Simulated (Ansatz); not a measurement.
# CHFO: the cost of one run

Program: Ansatz 0.2.0, Gaussian basis. Level of theory: SPW92/cc-pVDZ. These are calculated values, not measurements.

### Step 1. The system as given

The start, a pair relaxed at PBE0-D4: 4 atoms, charge 0, spin multiplicity 1.

Atoms are counted from 1 here; the program's logs count them from 0.

Bond lengths: F1–H2 0.929 Å, C3–O4 1.120 Å.

Coordinates:

```
F    -0.04864    0.21042   -1.96488
H    -0.02673    0.11227   -1.04098
C     0.02338   -0.10129    0.94645
O     0.05209   -0.22140    2.05931
```

### Step 2. The run

Input file md/in.yaml:

```yaml
crystal:
  periodic: [false, false, false]
  atoms:
    - {symbol: F, position_ang: [-0.048636, 0.210422, -1.964881]}
    - {symbol: H, position_ang: [-0.026734, 0.112266, -1.040979]}
    - {symbol: C, position_ang: [0.023378, -0.101290, 0.946454]}
    - {symbol: O, position_ang: [0.052092, -0.221398, 2.059307]}
basis:
  gaussian: {orbitals: cc-pVDZ}
hamiltonian: {xc: lda}
md: {n_steps: 60, timestep: 1.0, temperature: 100, ensemble: nve, seed: 964, initial_velocities: maxwell_boltzmann}
```

The run is started by

```bash
> ansatz run in.yaml --threads 2 --pin off --events-out ev --progress --plain --max-ram 5222MiB
```

**Question.** How long does this run take on 2 threads of Arm Neoverse V2, shared host?

About 11 s.
